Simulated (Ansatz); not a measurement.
Basis-set extrapolation for `N=C1CC1=N` (PBE0-D4/def2-TZVP geometry, frozen core, Ansatz). Multiplicity 1, RHF reference.

```tsv
	def2-TZVPP	def2-QZVPP
HF	-224.799529	-224.809119
MP2 correlation	-0.869405	-0.926818
CCSD(T) correlation	-0.934944	not run
```

Energies in hartree. Use E(X) = E(∞) + A·exp(−7.88·√X) for Hartree–Fock and E(X) = E(∞) + B·X^(−2.97) for correlation, with X = 3 and 4, and add CCSD(T) minus MP2 of the smaller set to the MP2 limit.

Question: What is the CCSD(T) energy at the basis-set limit?

Answer: HF limit: -224.809119 + (-0.009590) × 0.13774 = -224.81044. MP2 limit: -0.926818 + (-0.057413) × 0.74074 = -0.96935. Higher-order term: -0.934944 − (-0.869405) = -0.06554. Total: -225.84533 hartree, 291.1 kJ/mol below CCSD(T)/def2-TZVPP.
